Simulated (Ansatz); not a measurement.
Basis-set extrapolation for `CCS` (PBE0-D4/def2-TZVP geometry, frozen core, Ansatz 0.2.0). Multiplicity 1, RHF reference.

```json
{"": "HF", "def2-TZVPP": "-476.802008", "def2-QZVPP": "-476.817422"}
{"": "MP2 correlation", "def2-TZVPP": "-0.537871", "def2-QZVPP": "-0.576079"}
{"": "CCSD(T) correlation", "def2-TZVPP": "-0.604858", "def2-QZVPP": "not run"}
```

Energies in hartree. Use E(X) = E(∞) + A·exp(−7.88·√X) for Hartree–Fock and E(X) = E(∞) + B·X^(−2.97) for correlation, with X = 3 and 4, and add CCSD(T) minus MP2 of the smaller set to the MP2 limit.

Problem. What is the CCSD(T) energy at the basis-set limit?

Solution. HF limit: -476.817422 + (-0.015414) × 0.13774 = -476.81955. MP2 limit: -0.576079 + (-0.038208) × 0.74074 = -0.60438. Higher-order term: -0.604858 − (-0.537871) = -0.06699. Total: -477.49092 hartree, 220.7 kJ/mol below CCSD(T)/def2-TZVPP.
